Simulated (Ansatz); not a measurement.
Barrier height from H2 + O to the transition structure H2O, without zero-point energy, on the benchmark's geometries as Psi4's copy of the set gives them.
Transition structure (charge 0, multiplicity 3):
```xyz
3

H      0.00000     0.00000    -0.86029
O      0.00000     0.00000     0.32902
H      0.00000     0.00000    -1.77191
```

Open shells are unrestricted; no spin–orbit coupling.

Cores are frozen in the correlated methods. CBS: X⁻³ extrapolation of the correlation energy, Hartree–Fock from the larger set.

Run with Ansatz (Gaussian basis) for Hartree–Fock, density functionals and correlated methods. Each number belongs to the level named beside it.

**Question.** Give the barrier height at the level MP2/aug-cc-pVQZ.

**Answer.** 15.6 kcal/mol

**Question.** Predict the barrier height from B97M-V/def2-TZVPPD.

**Answer.** 6.5 kcal/mol

**Question.** What is the computed barrier height (CCSD(T)/CBS(aug-cc-pVTZ, aug-cc-pVQZ))?

**Answer.** 13.0 kcal/mol

Ansatz is an electronic-structure program.
